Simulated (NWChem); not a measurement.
Correlation energy of ozone (O₃)

```xyz
3

O     -1.0607     0.0000    -0.2102
O      0.0000     0.0000     0.4204
O      1.0607     0.0000    -0.2102
```
Charge 0, spin multiplicity 1.

Everything below was run with NWChem. The geometry was optimised at PBE0/def2-SVP, a minimum by its harmonic frequencies.

Basis set: 6-31G*. Each correlation energy counts from its own Hartree-Fock reference.

```csv
method,correlation energy (mHa),difference from CCSD(T)
CR-CCSD[T],-599.0,+6.2
CCSD(T),-605.1,0.0
MP2,-595.6,+9.6
SCS-MP2,-569.5,+35.6
CCSD+T(CCSD),-607.6,-2.5
CR-CCSD(T),-597.2,+8.0
CCSD,-576.4,+28.7
```

The values span 38.1 mHa, from CCSD+T(CCSD) (lowest) to SCS-MP2 (highest). 

The correlated methods keep 3 core orbitals frozen. The Pople sets run with spherical d functions. The species is likely to have several important configurations. Coupled-cluster values serve here as a point of comparison, not as the truth.
